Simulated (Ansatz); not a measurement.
**Relaxing iridium (fcc)**

Theory: Ansatz 0.2.0, DFT, RPBE, plane waves (420 eV) with PAW, scalar-relativistic. (PAW data from PBE, frozen cores regenerated.)

k-point mesh 14×14×14, Fermi-Dirac smearing 0.05 eV, starting moments 1.00 μB. Cell and atoms relax.

Starting structure:

```
Ir
1.0
     0.00000    1.91970    1.91970
     1.91970    0.00000    1.91970
     1.91970    1.91970    0.00000
Ir
1
Direct
  0.00000 0.00000 0.00000
```

Task: The pressure at the start is 13.5 GPa. By how much does the volume change?

Result: From 14.15 to 14.68 Å³ per atom, 3.8 %. The final cell has a = 3.887 Å.

Task: How much energy does the relaxation gain?

Result: 21.7 meV per atom.

Task: Which magnetic state does it end in?

Result: non-magnetic.
